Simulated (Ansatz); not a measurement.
Input file:

```yaml
crystal:
  periodic: [false, false, false]
  atoms:
    - {symbol: Al, position_ang: [-0.015433, -0.009008, 0.132446]}
    - {symbol: C, position_ang: [-0.016266, -0.025151, -1.802236]}
    - {symbol: H, position_ang: [0.031698, 0.034159, 1.669790]}
basis:
  gaussian: {orbitals: 6-31G, fitting: {mean_field: def2-universal-jkfit}}
correlation: {active_space: {ras: {orbitals: [4, 0, 14], electrons: 8, max_holes: 3, max_particles: 3}, fixed_orbitals: true}}
scf: {lower_state_search: off}
```

```sh
$ ansatz run in.yaml --threads 1 --pin off --events-out ev --progress --plain --max-ram 2393MiB
```

Log:

```
these checks for a lower state are left out or cut short: stability, starts, cluster_reference, orbital_swaps, neighbouring_geometries, increment
221 factors; integrals over basis functions are off by at most 8.1e-2 eV
mean field evaluation 1: about -7620.1933 eV, gradient 1.2e1 eV
mean field evaluation 2: about -7620.6463 eV, gradient 6.8e0 eV
mean field evaluation 4: about -7620.8701 eV, gradient 6.0e-1 eV
mean field evaluation 8: about -7620.8845 eV, gradient 2.6e-6 eV
mean field -7620.88448019 eV, -280.0623390260 hartree, gradient 2.6e-6 eV, S^2 0.000000; 0 other end points of the search recorded, 0 dependent functions left out
reference -7620.88448019 eV, -280.0623390260 hartree; 10, 10 occupied and 14, 14 virtual orbitals, 221 factors
state -7624.66833850 eV, -280.2013932542 hartree
Total energy: -7624.66833850 eV, -280.2013932542 hartree
Checks for a lower state left out: stability, starts, cluster_reference, orbital_swaps, neighbouring_geometries, increment
```

Natural occupations: 1.9721 1.9670 1.9292 0.9611 0.9557 0.0639 0.0567 0.0558 0.0131 0.0083 0.0034 0.0033 0.0033 0.0027 0.0014 0.0014 0.0013 0.0002.

Ran on 1 thread of Intel Xeon Platinum 8488C, shared host: 0.51 s wall, 0.1 GiB peak host memory.
